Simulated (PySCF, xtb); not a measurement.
**CH3OSi: which of two structures lies lower**

We compare X, a doublet given by its coordinates, with Y, `[CH2][SiH]=O`, a doublet. Both are isolated molecules in the gas phase, relaxed with PBE0-D3(BJ)/pcseg-1; the shapes shown needn't be the lowest conformers.

X (Å):

```xyz
6

C    -1.0411    0.9644   -0.3206
O    -1.1324   -1.8005   -0.4053
Si   -0.3158   -0.5816    0.4122
H    -2.0992    1.0669   -0.5986
H    -0.5383    1.9320   -0.2158
H    -1.7001   -1.5512   -1.1476
```

Close contacts (Å): C1–Si3 1.86, O2–Si3 1.68, C1–H4 1.10, C1–H5 1.10, O2–H6 0.97.

Y (Å):

```
atom    x (Å)    y (Å)    z (Å)
   C  -1.7079   0.6787  -0.6372
   O  -0.8992  -2.1698  -0.8678
  Si  -0.7597  -0.8023  -0.1785
   H  -1.5872   1.6375  -0.1280
   H  -2.4386   0.6570  -1.4475
   H   0.1735  -0.5328   0.9501
```

Energies in hartree; the thermal terms are from GFN2-xTB frequencies at re-optimised GFN2-xTB minima (ideal gas, soft modes damped towards free rotors, one conformer each, 298.15 K, 1 atm) and include the zero-point energy:

|  | X | Y |
| --- | --- | --- |
| E, CCSD(T)/def2-SVP | −403.613163 | −403.610531 |
| zero-point energy | 0.036157 | 0.034267 |
| H(298 K) − E | 0.041696 | 0.039888 |
| G(298 K) − E | 0.009885 | 0.007879 |

Task: Work out ΔE, ΔE₀, ΔH and ΔG for X → Y in kcal/mol (1 Eh = 627.51 kcal/mol) and the equilibrium ratio [Y]/[X].

Result: 1. ΔE = −403.610531 − (−403.613163) = +0.002632 Eh = +1.65 kcal/mol.
2. ΔE₀ = ΔE + ΔZPE = +0.002632 + (−0.001890) Eh = +0.47 kcal/mol.
3. ΔH = ΔE + (−0.001808) Eh = +0.52 kcal/mol.
4. ΔG = ΔE + (−0.002006) Eh = +0.39 kcal/mol, so ΔS = (ΔH − ΔG)/T = +1.7 J/(mol K).
5. kT = 0.9442 mEh, so K = [Y]/[X] = exp(−ΔG/kT) = exp(−0.66) ≈ 0.52.

The two are too close for this level to say which is favoured. An error of 1 kcal/mol in ΔG would change K by a factor of 5.4. GFN2-xTB, r2SCAN-D4/def2-SVP, MP2/def2-SVP gave ΔE the other sign. Mirror images and further conformers aren't counted.

Other levels gave ΔE = −28.2 (GFN2-xTB); +19.0 (HF/STO-3G, GFN2-xTB geometries); −1.8 (r2SCAN-D4/def2-SVP, GFN2-xTB geometries); +0.5 (PBE0-D3(BJ)/pcseg-1); +7.6 (HF/def2-SVP); −4.0 (MP2/def2-SVP) kcal/mol. Open shells are spin-unrestricted, with notable spin contamination. The correlated steps freeze 7 core orbitals. Programs: PySCF 2.14.0, xtb 6.7.1.
